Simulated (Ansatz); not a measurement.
A made-up structure of Al2BH5, singlet:

```xyz
8
angstrom
B -0.6332 0.9278 -0.9575
Al 0.8389 0.3347 -0.1434
Al 0.0211 -1.0970 0.9962
H -0.9618 0.3690 -2.0007
H -1.2628 1.8206 -0.3981
H 2.5046 0.7699 -0.2246
H -0.0529 -2.5342 0.2879
H -0.4539 -0.5909 2.4402
```

It is relaxed with PBE-D4/def2-SVP and then PBE0-D4/def2-TZVP (Ansatz 0.2.0). Atoms count as bonded within 1.22 times the sum of their covalent radii (H–H: 0.88 Å). The end point is not checked to be a true minimum.

Task: Does its bonding change? (A judgement: the text doesn't fix the answer.)

Result: By the calculation: Yes. Formed: B1–Al3; broken: Al2–Al3.

Where it ends: The first stage lowers the energy by 3.72 eV in 19 steps. It ends as Al₂BH₅ ([AlH][BH2][AlH2]):
```tsv
atom	x (Å)	y (Å)	z (Å)
B1	-0.5022	0.5306	-0.5772
Al2	1.4261	0.9834	-0.6205
Al3	-0.6528	-1.0365	0.8132
H4	-0.7634	0.1215	-1.6854
H5	-1.0507	1.5166	-0.1400
H6	3.0048	1.2285	-0.5385
H7	-0.5506	-2.5721	0.3795
H8	-0.9112	-0.7719	2.3688
```

Labels in which every atom is bracketed show which atoms are joined, not bond orders.

For scale, one of the runs: PBE0-D4/def2-TZVP relaxation, 135 basis functions, launched by `ansatz run in.yaml --threads 2 --pin off --events-out ev --progress --plain --max-ram 4352MiB`. Hardware: 2 CPU threads of an Intel Xeon Platinum 8488C, shared host. Wall time about 19 s.
